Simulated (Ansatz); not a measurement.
Trimethylsilane (`C[SiH](C)C`), 14 atoms. The species carries charge 0 and has multiplicity 1. All runs use 4 threads of a server CPU on a shared host. Correlated methods freeze the cores.

Q: How many basis functions does each run have, and how long does it take in Ansatz? RKS PBE0-D4/def2-TZVP relaxation (6 steps); RKS PBE0-D4/def2-TZVPP energy; direct RPA on PBE orbitals/def2-TZVPP energy; RKS PBE0-D4/def2-TZVP frequencies; RHF-CCSD(T)/def2-TZVPP energy; RKS ωB97M-V/def2-QZVPP energy; RKS ωB97M-V/def2-SVP energy; RHF-CCSD(T)/def2-SVP energy; RKS PBE0-D4/def2-SVP energy; RHF-MP2/def2-QZVPP energy; RKS B97M-V/def2-TZVPP energy; RKS PBE0-D4/def2-QZVPP energy. (An estimate is asked.)

A: Computed: Other jobs shared the machine, so times are rough.

```json
{"level": "RKS PBE0-D4/def2-SVP", "job": "energy", "functions": "110", "wall time": "1.6 s", "peak host memory (GiB)": "0.23"}
{"level": "RKS PBE0-D4/def2-TZVPP", "job": "energy", "functions": "275", "wall time": "4.7 s", "peak host memory (GiB)": "0.66"}
{"level": "RKS ωB97M-V/def2-SVP", "job": "energy", "functions": "110", "wall time": "6 s", "peak host memory (GiB)": "0.33"}
{"level": "RHF-CCSD(T)/def2-SVP", "job": "energy", "functions": "110", "wall time": "7 s", "peak host memory (GiB)": "0.55"}
{"level": "direct RPA on PBE orbitals/def2-TZVPP", "job": "energy", "functions": "275", "wall time": "8.5 s", "peak host memory (GiB)": "0.7"}
{"level": "RKS PBE0-D4/def2-QZVPP", "job": "energy", "functions": "541", "wall time": "14 s", "peak host memory (GiB)": "1.9"}
{"level": "RKS B97M-V/def2-TZVPP", "job": "energy", "functions": "275", "wall time": "15 s", "peak host memory (GiB)": "0.46"}
{"level": "RKS PBE0-D4/def2-TZVP", "job": "relaxation (6 steps)", "functions": "190", "wall time": "29 s", "peak host memory (GiB)": "0.48"}
{"level": "RKS ωB97M-V/def2-QZVPP", "job": "energy", "functions": "541", "wall time": "32 s", "peak host memory (GiB)": "2.4"}
{"level": "RHF-MP2/def2-QZVPP", "job": "energy", "functions": "541", "wall time": "40 s", "peak host memory (GiB)": "3.9"}
{"level": "RHF-CCSD(T)/def2-TZVPP", "job": "energy", "functions": "275", "wall time": "3.9 min", "peak host memory (GiB)": "7.4"}
{"level": "RKS PBE0-D4/def2-TZVP", "job": "frequencies", "functions": "190", "wall time": "4.1 min", "peak host memory (GiB)": "0.52"}
```
